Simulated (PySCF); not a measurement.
**Does the structure fit the spectrum?**

A compound C₃H₄F₂ gives the data below (simulated from a calculation) and was assigned the structure `C=C(F)CF`.

¹³C{¹H} NMR (computed): δ 158.4 (CH, dd, J = 336.7, 21.8 Hz), 115.5 (CH, dd, J = 12.5, 11.0 Hz), 73.3 (CH2, dd, J = 238.4, 6.8 Hz).

¹H NMR (400 MHz, computed): δ 6.97 (m, 1H), 5.51 (m, 1H), 4.65 (ddt, J = 53.0, 7.9, 3.3 Hz, 2H).

[PySCF 2.14.0 with density-fitted response routines: shieldings: GIAO HF/pcSseg-2; J couplings at B3LYP/pcJ-1; PBE0-D3(BJ)/def2-SVP geometry; relativity neglected; one averaged value for each set of equivalent atoms; no solvent; one computed conformer]

Shifts are taken against calculated references (same method and geometry level): ¹H (σ = 31.68 ppm), ¹³C (σ = 191.47 ppm) vs TMS.

Task: Compare with the shifts computed for the proposed structure, pairing carbons in order of shift.

Result: Numbering as in the mapped SMILES `[CH2:1]=[C:2]([F:3])[CH2:4][F:5]`. Hydrogens are named by the atom that carries them.

```csv
atom,computed for proposal,given list,difference
C2,170.8,158.4,+12.4
C1,96.7,115.5,-18.8
C4,73.1,73.3,-0.2
```

The rms difference is 13.0 ppm and the largest -18.8 ppm at C1 (terminal =CH2 carbon). The carbon types in order of shift don't match either: C, CH2, CH2 for the proposal against CH, CH, CH2 in the data. The proposal doesn't fit.

Task: Which isomer fits?

Result: SMILES F/C=C/CF.

- Carbon types of the structure: 2 × CH, 1 × CH2, which accounts for all hydrogens.
- δC 158.4, 115.5: alkene CH; an sp2 carbon of a C=C bond.
- δC 73.3: allylic sp3 CH2 bonded to F; deshielded by the electronegative neighbour.
- δH 6.97, 5.51: hydrogen on an alkene CH; a vinylic proton, deshielded by the sp2 carbon and the C=C anisotropy.
- δH 4.65: hydrogen on an allylic sp3 CH2 bonded to F; its carbon carries F, an electronegative neighbour.

The data come from this structure; uniqueness wasn't tested.

Common functionals overestimate the size of one-bond C–F couplings by tens of Hz; these are unscaled. Splittings below 1 Hz are ignored in the labels, and close J values are merged. Unscaled 3J(H,H) at this level run about 10 % above measured values. Shifts are as computed, not scaled to solution data. Of 1211 compounds with measured shifts, 218 miss one by over three times the rms of a fit or turn the order of signals round; such compounds aren't used in these exercises. Couplings across =CH–CH2 type bonds come from one rotamer and its mirror image, and can be 1–2 Hz further off. 3J across rotatable bonds or in flexible rings reflects this conformer alone.
